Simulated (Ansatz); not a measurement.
# SiHO (doublet): correlated methods under varied settings

Aim: run SiHO (doublet) at one geometry under a spread of methods and options, and see what each costs and gives.

Method: the settings change from run to run; program: Ansatz 0.2.0, Gaussian basis.

35 further runs of the same task are left out: 9 for a known fault of the program, 10 that didn't finish, 16 set aside as unsound or not needed.

## (1) What is computed

The geometry is a PBE0/def2-TZVP stationary point (not a proven minimum) of the parent state, kept for this charge and spin.

3 atoms, charge 0, spin multiplicity 2.

Atoms are counted from 1 here; the program's logs count them from 0.

Bond lengths: Si1–O2 1.728 Å, Si1–H3 1.496 Å. Angles: O2–Si1–H3 115.5°.

## (2) HF/cc-pVDZ

Contents of in.yaml:

```yaml
crystal:
  periodic: [false, false, false]
  atoms:
    - {symbol: Si, position_ang: [0.000000, -0.094440, 0.592147]}
    - {symbol: O, position_ang: [0.000000, 0.091474, -1.126196]}
    - {symbol: H, position_ang: [0.000000, 1.179495, 1.376770]}
basis:
  gaussian: {orbitals: cc-pVDZ}
magnetization: {spin_polarized: false, initial_magnetization: 1}
hamiltonian: {xc: hf}
output: {orbitals: {seedname: orbitals}}
```

Run with:

```console
$ ansatz run in.yaml --threads 1 --pin off --events-out ev --progress --plain --max-ram 2393MiB
```

The log of the run:

```text
Functional definition: HF
  name "HF"
  cite "Fock, Z. Phys. 61, 126 (1930) doi:10.1007/BF01340294"
  parent pbe
  exchange = exact_x
  correlation = 0
357 factors; integrals over basis functions are off by at most 1.0e-3 eV
mean field evaluation 1: about -9906.6298 eV, gradient 4.6e1 eV
mean field evaluation 2: about -9906.6495 eV, gradient 4.6e1 eV
mean field evaluation 4: about -9912.1964 eV, gradient 7.9e0 eV
mean field evaluation 8: about -9912.4517 eV, gradient 6.2e-1 eV
mean field evaluation 16: about -9912.4550 eV, gradient 9.0e-2 eV
mean field evaluation 32: about -9912.6606 eV, gradient 2.6e0 eV
mean field evaluation 64: about -9896.7333 eV, gradient 6.5e0 eV
mean field evaluation 96: about -9912.2413 eV, gradient 9.6e-1 eV
mean field evaluation 128: about -9909.6082 eV, gradient 6.7e0 eV
mean field evaluation 160: about -9913.0830 eV, gradient 3.6e-5 eV
mean field -9913.08303649 eV, -364.2990822620 hartree, gradient 3.6e-5 eV, S^2 0.750000; 4 other end points of the search recorded, 0 dependent functions left out
reference -9913.08303649 eV, -364.2990822620 hartree; 12, 11 occupied and 25, 26 virtual orbitals, 357 factors
Total energy: -9913.08303649 eV, -364.2990822620 hartree
```

It took 0.27 s on 1 thread of AMD EPYC 9R45, shared host.

## (3) MRCISD+Q(1,5)/cc-pVDZ

in.yaml, as its differences from that of step 2:

```diff
@@ -7,5 +7,4 @@
 basis:
-  gaussian: {orbitals: cc-pVDZ}
+  gaussian: {orbitals: cc-pVDZ, fitting: {mean_field: def2-universal-jkfit}}
 magnetization: {spin_polarized: false, initial_magnetization: 1}
-hamiltonian: {xc: hf}
-output: {orbitals: {seedname: orbitals}}
+correlation: {method: fic_mrcisd_q, electrons: outside_noble_gas, active_space: {window: {electrons: 1, orbitals: 5}, states: [{multiplicity: 2, weights: [0.5, 0.5]}]}}
```

Launched as before.

The log of the run:

```text
Functional definition: HF
  name "HF"
  cite "Fock, Z. Phys. 61, 126 (1930) doi:10.1007/BF01340294"
  parent pbe
  exchange = exact_x
  correlation = 0
223 factors; integrals over basis functions are off by at most 3.6e-1 eV
mean field evaluation 1: about -9906.6647 eV, gradient 4.6e1 eV
mean field evaluation 2: about -9893.0467 eV, gradient 8.7e1 eV
mean field evaluation 4: about -9912.4342 eV, gradient 1.1e0 eV
mean field evaluation 8: about -9912.4568 eV, gradient 1.5e-1 eV
mean field evaluation 16: about -9913.0822 eV, gradient 1.1e-1 eV
mean field evaluation 32: about -9912.4672 eV, gradient 3.8e-1 eV
mean field evaluation 64: about -9913.0818 eV, gradient 2.7e-1 eV
mean field evaluation 96: about -9913.0776 eV, gradient 2.6e-1 eV
mean field evaluation 128: about -9912.4576 eV, gradient 1.3e-1 eV
mean field evaluation 160: about -9912.4571 eV, gradient 1.4e-1 eV
mean field -9913.08262245 eV, -364.2990670464 hartree, gradient 9.3e-7 eV, S^2 0.750000; 13 other end points of the search recorded, 0 dependent functions left out
reference -9913.08262245 eV, -364.2990670464 hartree; 12, 11 occupied and 25, 26 virtual orbitals, 223 factors
state -9912.37319057 eV, -364.2729959054 hartree
state -9909.63326244 eV, -364.1723054041 hartree
contracted CI cycle   1: correlation 0.00000000 eV, 0.0000000000 hartree, residual 2.71e1 eV
contracted CI cycle   2: correlation -7.14053635 eV, -0.2624098707 hartree, residual 5.40e0 eV
contracted CI cycle   3: correlation -7.58547923 eV, -0.2787612202 hartree, residual 1.67e0 eV
contracted CI cycle   4: correlation -7.63426181 eV, -0.2805539469 hartree, residual 6.39e-1 eV
contracted CI cycle   5: correlation -7.64387859 eV, -0.2809073569 hartree, residual 2.74e-1 eV
contracted CI cycle   6: correlation -7.64558857 eV, -0.2809701976 hartree, residual 1.03e-1 eV
contracted CI cycle   7: correlation -7.64580873 eV, -0.2809782883 hartree, residual 4.24e-2 eV
contracted CI cycle   8: correlation -7.64584266 eV, -0.2809795353 hartree, residual 1.39e-2 eV
contracted CI cycle   9: correlation -7.64584666 eV, -0.2809796822 hartree, residual 4.82e-3 eV
contracted CI cycle  10: correlation -7.64584707 eV, -0.2809796972 hartree, residual 1.49e-3 eV
contracted CI cycle  11: correlation -7.64584711 eV, -0.2809796989 hartree, residual 5.64e-4 eV
contracted CI cycle  12: correlation -7.64584712 eV, -0.2809796991 hartree, residual 2.36e-4 eV
state -9912.37319057 eV, -364.2729959054 hartree; corrected -9921.05453859 eV, -364.5920295610 hartree
contracted CI cycle   1: correlation 0.00000000 eV, 0.0000000000 hartree, residual 2.69e1 eV
contracted CI cycle   2: correlation -7.21790035 eV, -0.2652529453 hartree, residual 5.72e0 eV
contracted CI cycle   3: correlation -7.74391884 eV, -0.2845837685 hartree, residual 2.16e0 eV
contracted CI cycle   4: correlation -7.83525188 eV, -0.2879401957 hartree, residual 1.01e0 eV
contracted CI cycle   5: correlation -7.85817492 eV, -0.2887826020 hartree, residual 4.54e-1 eV
contracted CI cycle   6: correlation -7.86298712 eV, -0.2889594471 hartree, residual 1.85e-1 eV
contracted CI cycle   7: correlation -7.86388069 eV, -0.2889922850 hartree, residual 1.01e-1 eV
contracted CI cycle   8: correlation -7.86412349 eV, -0.2890012078 hartree, residual 4.56e-2 eV
contracted CI cycle   9: correlation -7.86416878 eV, -0.2890028720 hartree, residual 1.81e-2 eV
contracted CI cycle  10: correlation -7.86417501 eV, -0.2890031012 hartree, residual 7.53e-3 eV
contracted CI cycle  11: correlation -7.86417624 eV, -0.2890031462 hartree, residual 3.13e-3 eV
contracted CI cycle  12: correlation -7.86417645 eV, -0.2890031540 hartree, residual 1.29e-3 eV
contracted CI cycle  13: correlation -7.86417649 eV, -0.2890031553 hartree, residual 5.43e-4 eV
state -9909.63326244 eV, -364.1723054041 hartree; corrected -9918.69359212 eV, -364.5052663785 hartree
WARN: 3 active orbitals are nearly empty or full. The corrections depend on them more than the energy does, and are more stable in an active space without them
Total energy: -9919.87406536 eV, -364.5486479697 hartree
```

It took 1.4 s on 1 thread of AMD EPYC 9R45, shared host.

From the report: 4 determinants; active occupations (of the averaged states) 0.50, 0.50, 0.00, 0.00, 0.00. The report marks this result as in doubt.

## (4) NEVPT4(SD)(3,3)/cc-pVDZ

Contents of in.yaml:

```yaml
crystal:
  periodic: [false, false, false]
  atoms:
    - {symbol: Si, position_ang: [0.000000, -0.094440, 0.592147]}
    - {symbol: O, position_ang: [0.000000, 0.091474, -1.126196]}
    - {symbol: H, position_ang: [0.000000, 1.179495, 1.376770]}
basis:
  gaussian: {orbitals: cc-pVDZ}
magnetization: {spin_polarized: false, initial_magnetization: 1}
correlation: {method: fic_nevpt4_sd, electrons: outside_noble_gas, active_space: {window: {electrons: 3, orbitals: 3}}}
```

Same command.

The log of the run:

```text
Functional definition: HF
  name "HF"
  cite "Fock, Z. Phys. 61, 126 (1930) doi:10.1007/BF01340294"
  parent pbe
  exchange = exact_x
  correlation = 0
357 factors; integrals over basis functions are off by at most 1.0e-3 eV
mean field evaluation 1: about -9906.6298 eV, gradient 4.6e1 eV
mean field evaluation 2: about -9906.6495 eV, gradient 4.6e1 eV
mean field evaluation 4: about -9912.1964 eV, gradient 7.9e0 eV
mean field evaluation 8: about -9912.4517 eV, gradient 6.2e-1 eV
mean field evaluation 16: about -9912.4550 eV, gradient 9.0e-2 eV
mean field evaluation 32: about -9892.6335 eV, gradient 3.1e1 eV
mean field evaluation 64: about -9913.0830 eV, gradient 1.5e-6 eV
mean field evaluation 96: about -9913.0167 eV, gradient 1.6e0 eV
mean field evaluation 128: about -9908.0561 eV, gradient 9.9e0 eV
mean field evaluation 160: about -9912.8658 eV, gradient 7.2e0 eV
mean field evaluation 192: about -9912.4574 eV, gradient 1.3e-1 eV
mean field evaluation 224: about -9912.4553 eV, gradient 7.5e-2 eV
mean field evaluation 256: about -9912.4577 eV, gradient 1.4e-1 eV
mean field -9913.08303649 eV, -364.2990822620 hartree, gradient 1.9e-6 eV, S^2 0.750000; 13 other end points of the search recorded, 0 dependent functions left out
reference -9913.08303649 eV, -364.2990822620 hartree; 12, 11 occupied and 25, 26 virtual orbitals, 357 factors
state -9913.59320203 eV, -364.3178304998 hartree
state -9913.59320203 eV, -364.3178304998 hartree; corrected -9920.25460195 eV, -364.5626324315 hartree
Total energy: -9920.25460195 eV, -364.5626324315 hartree
```

It took 1.1 s on 1 thread of AMD EPYC 9R45, shared host.

From the report: 4 determinants; active occupations 1.93, 1.00, 0.08.

## (5) MP2 on ROHF/STO-3G

Contents of in.yaml:

```yaml
crystal:
  periodic: [false, false, false]
  atoms:
    - {symbol: Si, position_ang: [0.000000, -0.094440, 0.592147]}
    - {symbol: O, position_ang: [0.000000, 0.091474, -1.126196]}
    - {symbol: H, position_ang: [0.000000, 1.179495, 1.376770]}
basis:
  gaussian: {orbitals: STO-3G, point_charges: [{charge: -0.50, position_ang: [3.759, -0.967, -0.761]}]}
magnetization: {spin_polarized: false, initial_magnetization: 1}
correlation: {method: mp2, electrons: outside_noble_gas}
```

The command is unchanged.

The log of the run:

```text
Functional definition: HF
  name "HF"
  cite "Fock, Z. Phys. 61, 126 (1930) doi:10.1007/BF01340294"
  parent pbe
  exchange = exact_x
  correlation = 0
174 factors; integrals over basis functions are off by at most 2.3e-5 eV
mean field evaluation 1: about -9784.6657 eV, gradient 3.6e1 eV
mean field evaluation 2: about -9784.6875 eV, gradient 3.6e1 eV
mean field evaluation 4: about -9792.5384 eV, gradient 8.0e0 eV
mean field evaluation 8: about -9794.3683 eV, gradient 1.6e0 eV
mean field evaluation 16: about -9794.4439 eV, gradient 2.9e-5 eV
mean field evaluation 32: about -9793.5617 eV, gradient 1.7e-1 eV
mean field -9794.44385070 eV, -359.9391726006 hartree, gradient 1.8e-6 eV, S^2 0.750000; 6 other end points of the search recorded, 0 dependent functions left out
mean field evaluation 64: about -9770.7301 eV, gradient 6.2e1 eV
mean field evaluation 96: about -9793.8434 eV, gradient 3.8e0 eV
mean field evaluation 128: about -9791.8727 eV, gradient 8.3e-1 eV
mean field evaluation 160: about -9794.5103 eV, gradient 2.2e-2 eV
6 core orbitals not correlated: weight in the atoms' cores, before any rotation towards them, 1.000 or more for the frozen orbitals, at most 0.000 for the correlated occupied ones
reference -9794.44385070 eV, -359.9391726006 hartree; 6, 5 occupied and 3, 4 virtual orbitals, 174 factors
second order -1.51842618 eV of doubles, -0.01913721 eV of singles
Total energy: -9795.98141408 eV, -359.9956770127 hartree
```

Wall time 0.18 s (1 thread of AMD EPYC 9R45, shared host).

## (6) CCSDT on UHF/cc-pVDZ

Contents of in.yaml:

```yaml
crystal:
  periodic: [false, false, false]
  atoms:
    - {symbol: Si, position_ang: [0.000000, -0.094440, 0.592147]}
    - {symbol: O, position_ang: [0.000000, 0.091474, -1.126196]}
    - {symbol: H, position_ang: [0.000000, 1.179495, 1.376770]}
basis:
  gaussian: {orbitals: cc-pVDZ}
magnetization: {spin_polarized: true, initial_magnetization: 1}
correlation: {method: ccsdt, electrons: outside_noble_gas}
accuracy: high
```

The command is unchanged.

The log of the run:

```text
Functional definition: HF
  name "HF"
  cite "Fock, Z. Phys. 61, 126 (1930) doi:10.1007/BF01340294"
  parent pbe
  exchange = exact_x
  correlation = 0
721 factors; integrals over basis functions are off by at most 3.9e-9 eV
mean field evaluation 1: about -9906.8796 eV, gradient 3.3e1 eV
mean field evaluation 2: about -9906.8987 eV, gradient 3.3e1 eV
mean field evaluation 4: about -9912.5223 eV, gradient 3.0e0 eV
mean field evaluation 8: about -9912.8511 eV, gradient 1.1e0 eV
mean field evaluation 16: about -9913.2679 eV, gradient 5.8e-2 eV
mean field evaluation 32: about -9913.3142 eV, gradient 1.5e-8 eV
mean field evaluation 64: about -9913.3075 eV, gradient 4.1e-1 eV
mean field evaluation 96: about -9913.0278 eV, gradient 1.1e-6 eV
mean field evaluation 128: about -9913.2608 eV, gradient 3.9e-1 eV
mean field evaluation 160: about -9910.3760 eV, gradient 1.2e1 eV
mean field evaluation 192: about -9912.3333 eV, gradient 5.0e-1 eV
mean field evaluation 224: about -9913.2680 eV, gradient 2.9e-8 eV
mean field evaluation 256: about -9888.5370 eV, gradient 6.5e1 eV
mean field evaluation 288: about -9912.6010 eV, gradient 1.3e-3 eV
mean field evaluation 320: about -9912.2576 eV, gradient 6.0e-1 eV
mean field evaluation 352: about -9911.6367 eV, gradient 2.4e0 eV
mean field evaluation 384: about -9911.3591 eV, gradient 8.7e-2 eV
mean field evaluation 416: about -9911.3653 eV, gradient 1.2e-1 eV
mean field evaluation 448: about -9911.1080 eV, gradient 2.1e0 eV
mean field evaluation 480: about -9912.9532 eV, gradient 6.3e-1 eV
mean field evaluation 512: about -9910.8951 eV, gradient 1.4e1 eV
mean field evaluation 544: about -9912.3375 eV, gradient 2.6e-3 eV
mean field evaluation 576: about -9911.1258 eV, gradient 1.4e-2 eV
mean field evaluation 608: about -9911.0668 eV, gradient 1.4e-2 eV
mean field evaluation 640: about -9912.2411 eV, gradient 3.0e0 eV
mean field evaluation 672: about -9912.5451 eV, gradient 1.2e0 eV
mean field evaluation 704: about -9912.6731 eV, gradient 7.9e-1 eV
mean field evaluation 736: about -9912.2043 eV, gradient 9.3e-2 eV
mean field evaluation 768: about -9907.6740 eV, gradient 2.2e-2 eV
mean field evaluation 800: about -9907.4214 eV, gradient 7.8e0 eV
mean field evaluation 832: about -9912.2042 eV, gradient 2.9e-1 eV
mean field evaluation 864: about -9906.2061 eV, gradient 6.4e0 eV
mean field evaluation 896: about -9904.4840 eV, gradient 1.3e1 eV
mean field evaluation 928: about -9906.9766 eV, gradient 9.5e-4 eV
mean field evaluation 960: about -9913.0272 eV, gradient 1.3e-1 eV
mean field evaluation 992: about -9911.1258 eV, gradient 1.9e-2 eV
mean field evaluation 1024: about -9912.6537 eV, gradient 3.0e-1 eV
mean field evaluation 1056: about -9912.6593 eV, gradient 3.0e-1 eV
mean field evaluation 1088: about -9912.1501 eV, gradient 1.4e0 eV
mean field evaluation 1120: about -9911.3654 eV, gradient 1.2e-3 eV
mean field evaluation 1152: about -9911.8215 eV, gradient 7.3e0 eV
mean field evaluation 1184: about -9912.6544 eV, gradient 2.7e-1 eV
mean field evaluation 1216: about -9912.6493 eV, gradient 3.1e-1 eV
mean field evaluation 1248: about -9912.2046 eV, gradient 2.6e-4 eV
mean field -9913.31417503 eV, -364.3075764466 hartree, gradient 3.3e-8 eV, S^2 1.043443; 22 other end points of the search recorded, 0 dependent functions left out
determinant -9913.31417503 eV, -364.3075764466 hartree, with singles and doubles -9920.71523081 eV, -364.5795602301 hartree
determinant -9913.26797262 eV, -364.3058785393 hartree, with singles and doubles -9920.77531267 eV, -364.5817681975 hartree
determinant -9913.02780122 eV, -364.2970524034 hartree, with singles and doubles -9920.59241724 eV, -364.5750469145 hartree
determinant -9912.65641069 eV, -364.2834040531 hartree, with singles and doubles -9920.78994514 eV, -364.5823059309 hartree
determinant -9912.60097703 eV, -364.2813669034 hartree, with singles and doubles -9919.06113367 eV, -364.5187732812 hartree
determinant -9912.33748947 eV, -364.2716839144 hartree, with singles and doubles -9919.15034884 eV, -364.5220518783 hartree
determinant -9912.20457720 eV, -364.2667994787 hartree, with singles and doubles -9918.58329680 eV, -364.5012131002 hartree
determinant -9911.36542003 eV, -364.2359610212 hartree, with singles and doubles -9918.24329240 eV, -364.4887181689 hartree
determinant -9911.12579686 eV, -364.2271550322 hartree, with singles and doubles -9917.71754169 eV, -364.4693971868 hartree
determinant -9911.06679246 eV, -364.2249866606 hartree, with singles and doubles -9917.66151785 eV, -364.4673383485 hartree
determinant -9913.31417503 eV, -364.3075764466 hartree, with singles and doubles -9920.83145158 eV, -364.5838312646 hartree
determinant -9913.26797262 eV, -364.3058785393 hartree, with singles and doubles -9920.86759325 eV, -364.5851594463 hartree
determinant -9913.02780122 eV, -364.2970524034 hartree, with singles and doubles -9920.75183811 eV, -364.5809055234 hartree
determinant -9912.65641069 eV, -364.2834040531 hartree, with singles and doubles -9920.81365663 eV, -364.5831773122 hartree
6 core orbitals not correlated: weight in the atoms' cores, before any rotation towards them, 1.000 or more for the frozen orbitals, at most 0.000 for the correlated occupied ones
reference -9913.26797262 eV, -364.3058785393 hartree; 6, 5 occupied and 25, 26 virtual orbitals, 721 factors
second order -6.34847486 eV of doubles, -0.00000000 eV of singles
cycle   1  -6.76529341 eV  change   -4.2e-1 eV  update   1.3e-1
cycle   2  -7.19891257 eV  change   -4.3e-1 eV  update   6.7e-2
cycle   3  -7.56782841 eV  change   -3.7e-1 eV  update   5.9e-2
cycle   4  -7.62398571 eV  change   -5.6e-2 eV  update   4.4e-2
cycle   5  -7.77649342 eV  change   -1.5e-1 eV  update   3.9e-2
cycle   6  -7.93880306 eV  change   -1.6e-1 eV  update   2.7e-2
cycle   7  -7.96056834 eV  change   -2.2e-2 eV  update   1.5e-2
cycle   8  -7.98326320 eV  change   -2.3e-2 eV  update   9.9e-3
cycle   9  -8.01003070 eV  change   -2.7e-2 eV  update   5.8e-3
cycle  10  -7.99539550 eV  change    1.5e-2 eV  update   3.5e-3
cycle  11  -8.00714208 eV  change   -1.2e-2 eV  update   2.2e-3
cycle  12  -8.00503513 eV  change    2.1e-3 eV  update   1.1e-3
cycle  13  -8.00456485 eV  change    4.7e-4 eV  update   5.8e-4
cycle  14  -8.00519516 eV  change   -6.3e-4 eV  update   3.2e-4
cycle  15  -8.00579678 eV  change   -6.0e-4 eV  update   1.8e-4
cycle  16  -8.00604169 eV  change   -2.4e-4 eV  update   9.7e-5
cycle  17  -8.00606354 eV  change   -2.2e-5 eV  update   6.3e-5
cycle  18  -8.00603575 eV  change    2.8e-5 eV  update   4.5e-5
cycle  19  -8.00595975 eV  change    7.6e-5 eV  update   3.3e-5
cycle  20  -8.00593392 eV  change    2.6e-5 eV  update   2.2e-5
cycle  21  -8.00592881 eV  change    5.1e-6 eV  update   1.2e-5
cycle  22  -8.00593576 eV  change   -6.9e-6 eV  update   8.1e-6
cycle  23  -8.00593749 eV  change   -1.7e-6 eV  update   5.4e-6
cycle  24  -8.00594375 eV  change   -6.3e-6 eV  update   3.3e-6
cycle  25  -8.00594550 eV  change   -1.7e-6 eV  update   2.1e-6
cycle  26  -8.00594786 eV  change   -2.4e-6 eV  update   1.4e-6
cycle  27  -8.00595093 eV  change   -3.1e-6 eV  update   9.7e-7
cycle  28  -8.00595273 eV  change   -1.8e-6 eV  update   6.8e-7
cycle  29  -8.00595418 eV  change   -1.4e-6 eV  update   4.3e-7
cycle  30  -8.00595476 eV  change   -5.8e-7 eV  update   2.8e-7
cycle  31  -8.00595517 eV  change   -4.1e-7 eV  update   2.0e-7
cycle  32  -8.00595546 eV  change   -2.9e-7 eV  update   1.3e-7
cycle  33  -8.00595551 eV  change   -4.9e-8 eV  update   9.8e-8
cycle  34  -8.00595554 eV  change   -2.9e-8 eV  update   6.6e-8
cycle  35  -8.00595551 eV  change    3.4e-8 eV  update   6.3e-8
cycle  36  -8.00595547 eV  change    3.4e-8 eV  update   4.1e-8
cycle  37  -8.00595544 eV  change    3.3e-8 eV  update   3.0e-8
cycle  38  -8.00595542 eV  change    2.3e-8 eV  update   1.8e-8
cycle  39  -8.00595542 eV  change   -2.7e-9 eV  update   1.1e-8
cycle  40  -8.00595542 eV  change    3.9e-9 eV  update   6.2e-9
cycle  41  -8.00595541 eV  change    5.6e-9 eV  update   3.7e-9
cycle  42  -8.00595541 eV  change    4.5e-9 eV  update   2.1e-9
cycle  43  -8.00595540 eV  change    2.6e-9 eV  update   1.3e-9
cycle  44  -8.00595540 eV  change    2.1e-9 eV  update  9.3e-10
cycle  45  -8.00595540 eV  change    1.6e-9 eV  update  6.4e-10
cycle  46  -8.00595540 eV  change   7.2e-10 eV  update  3.9e-10
cycle  47  -8.00595540 eV  change    1.2e-9 eV  update  2.9e-10
cycle  48  -8.00595540 eV  change   4.5e-10 eV  update  1.3e-10
Total energy: -9921.27392801 eV, -364.6000919735 hartree
```

Wall time 12 s (1 thread of AMD EPYC 9R45, shared host).

From the report: ⟨S²⟩ of the determinant 0.790 (pure doublet: 0.75); correlation -8.0060 eV; T1 0.122; largest double amplitude 0.18.

## (7) All runs side by side

 † marks a result that the program doubts.

| level | correlated | functions | energy (eV) | time |
| --- | --- | --- | --- | --- |
| HF/cc-pVDZ |  | 37 | -9913.0830 | 0.27 s |
| MRCISD+Q(1,5)/cc-pVDZ (mean of several states) † | outside noble gas | 37 | -9919.8741 | 1.4 s |
| NEVPT4(SD)(3,3)/cc-pVDZ | outside noble gas | 37 | -9920.2546 | 1.1 s |
| MP2 on ROHF/STO-3G (beside a point charge) | outside noble gas | 15 | -9795.9814 | 0.18 s |
| CCSDT on UHF/cc-pVDZ | outside noble gas | 37 | -9921.2739 | 12 s |

## (8) What came out

```
quantity                                               value
    runs                                                   5
quickest  MP2 on ROHF/STO-3G (beside a point charge), 0.18 s
 slowest                          CCSDT on UHF/cc-pVDZ, 12 s
```

In words: Total energies in different bases, with other cores or another treatment of relativity can't be set against each other. CCSDT on UHF/cc-pVDZ took 67 times as long as MP2 on ROHF/STO-3G (beside a point charge); the jobs differ in more than the method.
